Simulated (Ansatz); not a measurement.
A calculation with Ansatz (development build ahead of 0.2.0).

```yaml
crystal:
  periodic: [false, false, false]
  atoms:
    - { symbol: Cl, position_ang: [0.0, 0.0, 1.00754] }
    - { symbol: Cl, position_ang: [0.0, 0.0, -5.0377] }
basis:
  gaussian: { orbitals: pcseg-2 }
magnetization:
  spin_polarized: true
hamiltonian:
  xc: hf
```

The input is written out in the form of the current development build from the run's settings.

The run gave:

| Item | Value |
| --- | --- |
| Converged | yes |
| Total energy | -918.95640 hartree |
| Spin squared of the determinant | 1.017 |
| Stability test | minimum |

Caution: the unrestricted determinant is a mixture of spin states.
